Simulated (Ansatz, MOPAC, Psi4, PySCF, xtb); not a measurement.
Two geometries of SMILES CN, singlet, relaxed at B3LYP-D3(BJ)/def2-SVP with one dihedral held; other torsions can differ between them too.

Structure A

```
7

C     -0.5680     0.1323    -0.0408
N      0.8498    -0.0961    -0.2772
H     -1.1779    -0.5725    -0.6325
H     -0.9386     1.1590    -0.2470
H     -0.7997    -0.0860     1.0145
H      1.4115     0.2964     0.4762
H      1.1595     0.3408    -1.1438
```

Structure B

```
7

C     -0.5682     0.1114    -0.0369
N      0.8504    -0.0965    -0.3034
H     -1.1786    -0.5875    -0.6311
H     -0.8888     1.1355    -0.3018
H     -0.8621    -0.0555     1.0188
H      1.0250    -1.0144    -0.7034
H      1.4150    -0.0134     0.5383
```

Question: Which is lower in energy at the level CCSD(T) on RHF/cc-pVTZ, frozen core // B3LYP-D3(BJ)/def2-SVP (Ansatz, a quantum-chemistry and plane-wave program), and by how much?

Answer: A is lower, by 4.81 kJ/mol (dihedral H3–C1–N2–H6: -160° in A, -20° in B).

E(B) − E(A) in kJ/mol at the other levels, on the same two geometries: B3LYP/def2-TZVP // B3LYP-D3(BJ)/def2-SVP (Psi4) 4.34; B3LYP-D3(BJ)/def2-TZVP // B3LYP-D3(BJ)/def2-SVP (Psi4) 4.35; PBE/def2-TZVP // B3LYP-D3(BJ)/def2-SVP (Psi4) 4.49; PBE-D3(BJ)/def2-TZVP // B3LYP-D3(BJ)/def2-SVP (Psi4) 4.50; wB97X-D/def2-TZVP // B3LYP-D3(BJ)/def2-SVP (Psi4) 4.38; RHF/cc-pVTZ // B3LYP-D3(BJ)/def2-SVP (Ansatz) 4.56; MP2 on RHF/cc-pVTZ, frozen core // B3LYP-D3(BJ)/def2-SVP (Ansatz) 4.86; CCSD on RHF/cc-pVTZ, frozen core // B3LYP-D3(BJ)/def2-SVP (Ansatz) 4.74; PM6, restricted, heats of formation // B3LYP-D3(BJ)/def2-SVP (MOPAC) 2.92; PM7, restricted, heats of formation // B3LYP-D3(BJ)/def2-SVP (MOPAC) 2.68; GFN1-xTB // B3LYP-D3(BJ)/def2-SVP (xtb) 3.27; restricted B3LYP/6-31G*, spherical d // B3LYP-D3(BJ)/def2-SVP (PySCF) 5.43; restricted B3LYP/3-21G // B3LYP-D3(BJ)/def2-SVP (PySCF) 5.14; restricted B3LYP/LANL2DZ // B3LYP-D3(BJ)/def2-SVP (PySCF) 3.55; restricted Hartree-Fock/STO-3G // B3LYP-D3(BJ)/def2-SVP (PySCF) 6.30.
